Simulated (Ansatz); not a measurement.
Geometry optimisation, Ansatz 0.2.0, RKS PBE0-D4/6-31G*.

Input:

```yaml
crystal:
  periodic: [false, false, false]
  atoms:
    - { symbol: Si, position_ang: [0.0, 0.0, 0.0] }
    - { symbol: H, position_ang: [0.0, 0.0, 1.81] }
    - { symbol: H, position_ang: [1.3768, 0.0, -0.4862] }
    - { symbol: F, position_ang: [-0.7489, 1.2974, -0.5295] }
    - { symbol: H, position_ang: [-0.6877, -1.1914, -0.4862] }
    - { symbol: Si, position_ang: [-2.3914, 0.0076, 0.7946] }
    - { symbol: H, position_ang: [-3.1821, -0.901, -0.0305] }
    - { symbol: H, position_ang: [-2.4439, -0.4299, 2.1865] }
    - { symbol: H, position_ang: [-2.9358, 1.3582, 0.6889] }
    - { symbol: H, position_ang: [-0.9452, 0.003, 1.8966] }
basis:
  gaussian: { orbitals: "6-31G*" }
hamiltonian:
  xc: pbe0
  dispersion: d4
relax:
  f_tol: 0.15
  max_steps: 25
  restrain:
    - { distance: [0, 5], at: 3.42, k: 30.0 }
    - { distance: [9, 1], at: 1.86, k: 30.0 }
    - { distance: [0, 1], at: 1.46, k: 30.0 }
    - { distance: [9, 5], at: 1.46, k: 30.0 }
```

Run as:

```bash
$ ansatz run input.yaml --threads 1 --pin off --max-ram 2048MiB --backend cpu --events-out ev --progress --plain --runs-dir out
```

Where does it end, and by what steps?

The forces met the threshold. The restraints hold the end off the free minimum; the threshold counts their pulls, which the force column leaves out. Restrained pairs: Si1–Si6 (2.52 → 3.43 Å), H2–H10 (0.95 → 1.88 Å), Si1–H2 (1.81 → 1.47 Å), Si6–H10 (1.82 → 1.47 Å). After 8 steps the energy has fallen by 5.370 eV (the restraints' own energy left out); H8 moved furthest, 1.16 Å.

| step | energy less start (eV) | largest force component (eV/Å) | accepted |
| --- | --- | --- | --- |
| 0 | 0.0000 | 2.719 | yes |
| 1 | -1.3061 | 3.024 | yes |
| 2 | -2.1138 | 5.576 | yes |
| 3 | -3.3135 | 4.429 | yes |
| 4 | -4.2350 | 2.608 | yes |
| 5 | -4.8554 | 1.231 | yes |
| 6 | -5.1953 | 0.514 | yes |
| 7 | -5.3286 | 0.495 | yes |
| 8 | -5.3703 | 0.614 | yes |

```xyz
10
Properties=species:S:1:pos:R:3
Si 0.385 -0.055 -0.099
H 0.520 0.088 1.357
H 1.681 0.175 -0.785
F -0.652 1.051 -0.657
H -0.134 -1.410 -0.417
Si -2.746 0.067 1.287
H -2.990 -0.703 0.037
H -3.584 -0.507 2.379
H -3.112 1.492 1.083
H -1.327 -0.054 1.660
```

Time of the run: 35 s on 1 thread of Intel(R) Xeon(R) Platinum 8175M CPU @ 2.50GHz (Skylake/Cascade Lake) (shared host), peak memory 0.15 GiB.
